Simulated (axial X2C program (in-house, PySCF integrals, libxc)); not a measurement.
# Ionising SF

All values come from calculations with an in-house relativistic program for diatomic molecules, spin-free (one-electron X2C) or two-component (2c: spin–orbit coupling with atomic mean-field Coulomb and Gaunt terms, which also bring small scalar terms), in Dyall basis sets with cores contracted in-house; open shells are unrestricted.

Basis sets: F dyall-av3z, S dyall-av3z. Frozen shells (counts by l): SF S 2s1p, F 1s, 13 electrons correlated; SF⁺ S 2s1p, F 1s, 12 electrons correlated. Coupled cluster in natural virtuals with an MP2 remainder. Where the outer core of a metal is frozen, bonds come out longer and ionisation energies lower.

| Hamiltonian | level | SF state | Re (Å) | ωe (cm⁻¹) | De (eV) |
| --- | --- | --- | --- | --- | --- |
| spin-free | HF | M_S = 1/2, Λ = 1 | 1.576 | 917.8 | 1.32 |
| spin-free | PBE0 | M_S = 1/2, Λ = 1 | 1.604 | 857.2 | 3.52 |
| 2c | HF | Ω = 3/2 | 1.576 | 917.5 | 1.33 |
| 2c | PBE0 | Ω = 3/2 | 1.604 | 856.9 | 3.55 |
| 2c | CCSD | Ω = 3/2 | 1.608 | 848.9 | 3.26 |
| 2c | CCSD(T) | Ω = 3/2 | 1.617 | 827.6 | 3.41 |

Adiabatic ionisation energy (minimum to minimum, no zero-point term) and constants of SF⁺:

```csv
Hamiltonian,level,SF⁺ state,IE (eV),Re (Å),ωe (cm⁻¹),De (eV),fragments
spin-free,HF,"M_S = 1, Λ = 0",8.99,1.485,1111.5,1.54,S+ + F
spin-free,PBE0,"M_S = 1, Λ = 0",10.01,1.515,1033.8,3.90,S+ + F
2c,HF,Ω = 1,9.02,1.486,1111.2,1.53,S+ + F
2c,PBE0,Ω = 1,10.03,1.515,1033.6,3.90,S+ + F
2c,CCSD,Ω = 1,10.07,1.516,1026.5,3.30,S+ + F
2c,CCSD(T),Ω = 1,10.08,1.524,999.8,3.48,S+ + F
```

Q: Add the zero-point terms to the ionisation energy at CCSD(T), 2c, and say whether the electron removed was bonding.

A: IE0 = IE + (ωe⁺ − ωe)/2 = 10.08 + (0.011) = 10.09 eV. Re changes by -0.093 Å, so the bond shortens, as on loss of an antibonding or a polarising non-bonding electron.

Q: Close the cycle De(SF⁺) + IE(SF) = De(SF) + IE(S) to find the atomic ionisation energy at CCSD(T), 2c.

A: IE(S) = 3.48 + 10.08 − 3.41 = 10.15 eV, for the determinants used.

Each entry is the lowest single determinant of a limited PBE0 search at one distance. De goes to single-determinant-based atoms at the same level (for ions the charge split of lowest energy) and is withheld (n/a) where an atom does not fit its ground term or J level. Main or longest-lived isotopes. One determinant is a doubtful description, or other states lie close, for SF⁺; these need not be ground states, and all values refer to the states named. Some open-shell Ω = 0 determinants are out of reach, so the Ω given for SF⁺ need not be the lowest component. With several unpaired electrons the Ω given is that of one determinant, not necessarily of the lowest component. Some light 2c atoms are not at their ground J level, so De misses part of their lowering (0.04 eV or less). The functionals have no current term, which raises determinants with orbital currents.
